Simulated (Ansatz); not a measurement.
`C[SiH2]P` → PH₃ + `C[SiH]` at 298.15 K and 1 bar (silylene formation by 1,1-elimination).

Isolated molecules relaxed with PBE0-D4/def2-TZVP in Ansatz; ΔE leaves out vibrations. CCSD(T)/CBS is the MP2 limit (def2-TZVPP, def2-QZVPP) plus CCSD(T) − MP2 in def2-TZVPP, frozen cores. This one scheme is used for every species. One conformer a species, not always the lowest.

```csv
species,CCSD(T)/CBS energy (Eh),H − E (kJ/mol),S (J/(mol·K))
`C[SiH2]P`,-672.28696,205.7,318.4
PH₃,-342.72256,73.1,210.2
`C[SiH]`,-329.46712,122.3,261.2
```

H − E and S are ideal-gas, rigid-rotor, harmonic terms from PBE0-D4/def2-TZVP, for one conformer and one mirror image of each species. 1 Eh = 2625.50 kJ/mol, R = 8.31446 J/(mol·K).

Problem. By hand: ΔE, ΔH, ΔS and ΔG.

Solution. ΔE = (-342.72256) + (-329.46712) − (-672.28696) = 0.09728 Eh = 255.4 kJ/mol. Δ(H − E) = 73.1 + 122.3 − 205.7 = -10.3, so ΔH = 245.1 kJ/mol. ΔS = 210.2 + 261.2 − 318.4 = 153.0 J/(mol·K). ΔG = 245.1 − 298.15 × (153.0)/1000 = 199.5 kJ/mol.

Problem. By hand: the equilibrium constant, and the temperature at which ΔG would vanish if ΔH and ΔS stayed fixed.

Solution. log₁₀ K = −ΔG/(RT ln 10) = -35.0. ΔG = 0 at ΔH/ΔS = 1602 K.

The number of gas molecules changes by +1, which sets the sign of ΔS. A doubt of 5 kJ/mol in ΔE shifts log₁₀ K by 0.9 here. Other conformers and mirror images would add mixing entropy, several J/(mol·K) or more a flexible species. These are equilibria of isolated gas molecules and say nothing of rates. Largest T1 diagnostic: 0.013 (customary marks: 0.02 for closed shells, 0.045 for open ones).
